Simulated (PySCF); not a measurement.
# Dipole moment and polarisability of 1-chloropropane

1-chloropropane, C₃H₇Cl.
SMILES with atom numbers: `[CH3:1][CH2:2][CH2:3][Cl:4]` (hydrogens: H5, H6, H7 on C1; H8, H9 on C2; H10, H11 on C3)

Geometry (GFN2-xTB, Å), atoms numbered from 1 in this order:
```
atom  x, y, z in Å
C1    -1.2738   -0.0336    0.4070
C2    -0.0175   -0.5058   -0.3165
C3     1.1287    0.4652   -0.0896
Cl4    2.6007   -0.0856   -0.9358
H5    -1.0948    0.0397    1.4773
H6    -2.0874   -0.7347    0.2417
H7    -1.5815    0.9434    0.0416
H8     0.2693   -1.4941    0.0471
H9    -0.2149   -0.5865   -1.3868
H10    1.3829    0.5390    0.9680
H11    0.8936    1.4558   -0.4799
```

Level: CAM-B3LYP/def2-SVPD (PySCF), static field, nuclei fixed, core orbitals frozen in the response. The polarisability tensor in these axes (au):

```
x   62.62 -0.73 -6.24
y   -0.73 47.46  1.45
z   -6.24  1.45 48.57
```

Q: Diagonalise the tensor; give its mean and Δα, where Δα² is half the sum of the squared differences of the eigenvalues.

A: Principal values 45.55, 48.03 and 65.07 au; mean 52.88 au = 7.84 Å³ = 8.72 × 10⁻⁴⁰ C²·m²/J; Δα = 18.41 au (35 % of the mean).

Q: What is the dipole moment, and where does it point?

A: (-2.00, 0.43, 0.95) D, 2.25 D in size, pointing from the negative to the positive side. Measured along this direction, the outermost atoms are Cl4 at the negative end and H6 at the positive end.

Q: Find the Langevin capture rate constant for O2+ (31.990 u) meeting this molecule (78.024 u), k = 2.342 × 10⁻⁹ cm³/s × √(α in Å³ / reduced mass in u).

A: The reduced mass is 22.69 u, so k = 1.38 × 10⁻⁹ cm³/s. The formula leaves out the permanent dipole, which adds to the capture rate.

Q: Give the principal axes and the span of the nuclei along them.

A: Largest value along (0.93, -0.07, -0.36), where the nuclei span 4.74 Å; middle along (0.24, 0.86, 0.46), 2.43 Å; least along (0.28, -0.51, 0.81), 1.78 Å. The response follows the extents in order.

Q: In TDDFT the mean static polarisability is Σ f/ω² over all singlet excitations (ω in hartree). How much of it do the 8 lowest give? Their energies (eV) and oscillator strengths: 7.45, 0.0018; 7.45, 0.0032; 8.22, 0.0240; 8.24, 0.0388; 9.04, 0.0031; 9.05, 0.0104; 9.10, 0.0030; 9.14, 0.0891.

A: They add up to 1.69 au, 3.2 % of the 52.88 au; the largest single term is 0.79 au, from the state at 9.14 eV. Terms in order: 0.02, 0.04, 0.26, 0.42, 0.03, 0.09, 0.03, 0.79 au. Higher excitations give the rest. The strengths listed sum to 0.173.

The structure is a single GFN2-xTB conformer in the gas phase; no vibrational or solvent corrections.
